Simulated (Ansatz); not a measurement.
# BH4−: geometry and frequencies at several levels

An exercise on one series of results from a longer session: the logs are not shown, and one member is left open.

Computed with Ansatz 0.2.0 (the levels named in each step, unless a step's input says otherwise).

### Starting point

Bond lengths: B1–H2 1.228 Å, B1–H3 1.228 Å, B1–H4 1.229 Å, B1–H5 1.229 Å. Angles: H2–B1–H3 109.5°, H2–B1–H4 109.5°, H2–B1–H5 109.5°, H3–B1–H4 109.5°, H3–B1–H5 109.5°, H4–B1–H5 109.3°.

Coordinates:

```xyz
5

B    -0.0001   -0.0001    0.0001
H    -0.7825   -0.8249   -0.4655
H     0.1659   -0.2234    1.1967
H    -0.4600    1.1297   -0.1470
H     1.0774   -0.0800   -0.5851
```

The first run:

input.yaml

```yaml
crystal:
  periodic: [false, false, false]
  atoms:
    - { symbol: B, position_ang: [0.00013371, 0.00025729, -0.00015998] }
    - { symbol: H, position_ang: [-0.78837338, -0.83132117, -0.46969151] }
    - { symbol: H, position_ang: [0.16728895, -0.22460736, 1.20616372] }
    - { symbol: H, position_ang: [-0.46451153, 1.13874461, -0.14737028] }
    - { symbol: H, position_ang: [1.08613225, -0.08179337, -0.58974196] }
total_charge: -1
basis:
  gaussian: { orbitals: def2-TZVPPD.json }
hamiltonian:
  xc: pbe0
  dispersion: d4
phonons: {}
```

The run is started by

```sh
$ ansatz run input.yaml --threads 2 --pin off --max-ram 5120MiB --backend cpu --events-out ev --progress --plain --runs-dir out
```

Steps of the session up to this table: Frequencies, PBE0-D4/def2-TZVPPD; Relaxation, PBE-D4/def2-TZVPPD; Frequencies, PBE-D4/def2-TZVPPD; Relaxation, r2SCAN-D4/def2-TZVPPD; Frequencies, r2SCAN-D4/def2-TZVPPD; Relaxation, B3LYP-D4/def2-TZVPPD; Frequencies, B3LYP-D4/def2-TZVPPD; Relaxation, B2PLYP/def2-TZVPPD; Frequencies, B2PLYP/def2-TZVPPD.

One table of the session follows, with a row left open; its other results are not shown here.

It belongs to the step «Geometries side by side». 

```
                level  B1–H2 (Å)  B1–H3 (Å)  highest frequency (cm⁻¹)
  PBE0-D4/def2-TZVPPD     1.2384     1.2384                      2277
   PBE-D4/def2-TZVPPD     1.2437     1.2437                      2232
r2SCAN-D4/def2-TZVPPD          ?          ?                         ?
 B3LYP-D4/def2-TZVPPD     1.2361     1.2361                      2272
   B2PLYP/def2-TZVPPD     1.2340     1.2340                      2298
```

Q: Estimate the row for r2SCAN-D4/def2-TZVPPD from the others.

**Answer.** B1–H2 (Å): 1.2372; B1–H3 (Å): 1.2372; highest frequency (cm⁻¹): 2271. In the column «B1–H2 (Å)» it lies between B3LYP-D4/def2-TZVPPD (1.2361) and PBE0-D4/def2-TZVPPD (1.2384).
